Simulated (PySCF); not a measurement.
# C4H8P+: magnetic properties

One table from this session's results is given with a row withheld; the runs are named, their logs left out.

Computed with PySCF 2.14.0 and routines of our own; the level stands in each step. Atoms count from 0.

## The starting structure

13 atoms, charge 1, multiplicity 1; geometry from: PBE0-D3(BJ)/def2-SVP.

Set-up of the first run:

The job: settings as JSON, then the geometry in Å.

```
{"job": {"kind": "mag", "xc": "B3LYP", "basis": "pcSseg-1"}, "charge": 1, "multiplicity": 1}
C     -1.526094    -0.515472     0.434145
C     -0.997037     0.674410    -0.352524
P      0.801912     0.687864    -0.485081
C      1.865541    -0.074914     0.683935
C      1.787945    -0.762703    -0.444139
H     -2.622286    -0.453659     0.478232
H     -1.151802    -0.524302     1.468268
H     -1.266067    -1.472197    -0.041833
H     -1.269815     1.640875     0.106930
H     -1.374930     0.697914    -1.389880
H      1.298236     1.803166    -1.193397
H      2.321702    -0.039900     1.675742
H      2.140300    -1.656329    -0.964189
```

With the program's defaults for keys left out, this is: GIAO B3LYP/pcSseg-1 magnetisability, rotational g tensor and spin-rotation constants, non-relativistic, gas phase.

Command:

```
$ OMP_NUM_THREADS=1 python excited_run.py task.json out
```

This one command runs all jobs of the session in turn.

Among the steps run: Magnetic properties: GIAO B3LYP/pcSseg-1; Magnetic properties: GIAO HCTH407/pcSseg-1; Magnetic properties: GIAO HSE06/pcSseg-1; Magnetic properties: GIAO OPBE/pcSseg-1; Magnetic properties: GIAO B97-2/pcSseg-1; Magnetic properties: GIAO LC-wPBE/pcSseg-1.

One table of the session follows, with a row left open; its other results are not shown here.

| level | gap (eV) |
| --- | --- |
| GIAO B3LYP/pcSseg-1 | 7.62 |
| GIAO HCTH407/pcSseg-1 | 5.85 |
| GIAO HSE06/pcSseg-1 | ? |
| GIAO OPBE/pcSseg-1 | 5.85 |
| GIAO B97-2/pcSseg-1 | 7.77 |
| GIAO LC-wPBE/pcSseg-1 | 13.21 |

**Question.** Estimate the row for GIAO HSE06/pcSseg-1.

**Answer.** gap (eV): 7.28. In the column «gap (eV)» it lies between GIAO OPBE/pcSseg-1 (5.85) and GIAO B3LYP/pcSseg-1 (7.62).

To keep in mind: For an ion, the motion of the centre of mass in the field is left out. Vibrational averaging and real surroundings are missing from these values.
